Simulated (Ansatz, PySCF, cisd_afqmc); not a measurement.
Species: CH4, charge 0, singlet. CH4 (SMILES C).
B3LYP-D3(BJ)/def2-TZVP minimum from Ansatz (a first-principles code):
```xyz
5

C      0.0000     0.0000     0.0000
H      0.6205     0.6269     0.6390
H     -0.6429    -0.6249     0.6185
H      0.6369    -0.6328    -0.6166
H     -0.6146     0.6308    -0.6409
```

Atomisation energy term by term, kcal/mol (programs: Ansatz, cisd_afqmc). UHF or UKS for unpaired electrons; spin-orbit terms are left out. Cores are frozen in correlated methods. Rows without X2C or -DK are non-relativistic. AFQMC/CISD: phaseless, guided by CISD from CCSD amplitudes; bars are statistical, one sigma. Outlying blocks are dropped, and bars are widened where a walk drifts. Over all cases where full CI ran beside it in this data, AFQMC minus full CI had a median of +0.1 mEh and passed +0.4 mEh in a tenth of the cases. CBS(X,Y): correlation extrapolated as X^-3, Hartree-Fock from the larger set (Q,5: extrapolated as (X+1)exp(-9√X)). A bracket is a step between two methods taken in the basis named. 'core' is core correlation in cc-pwCVTZ, 'X2C' scalar relativity in cc-pVTZ-DK, both at CCSD(T). For partners of very few electrons the exact lower level stands in for a higher one.

```tsv
term	basis	kcal/mol
Hartree-Fock	CBS(cc-pVQZ,cc-pV5Z)	328.35
CCSD correlation	CBS(cc-pVQZ,cc-pV5Z)	87.86
(T)	CBS(cc-pVQZ,cc-pV5Z)	2.98
CCSDT(Q) - CCSD(T)	cc-pVQZ	0.01
CCSDTQ - CCSDT(Q)	cc-pVDZ	0.00
core correlation	cc-pwCVTZ	1.18
scalar relativity	X2C, cc-pVTZ-DK	-0.19
minus zero-point energy	Hessian by PySCF at B3LYP-D3(BJ)/def2-TZVP	-27.98
sum: D0		392.2
```

The step beyond CCSD(T) by other levels: CCSDTQ in cc-pVDZ 0.12; AFQMC/CISD in cc-pVDZ 0.28 ± 0.11; CCSDT(Q) in cc-pVDZ 0.13; CCSDT(Q) in cc-pVTZ 0.03 kcal/mol.
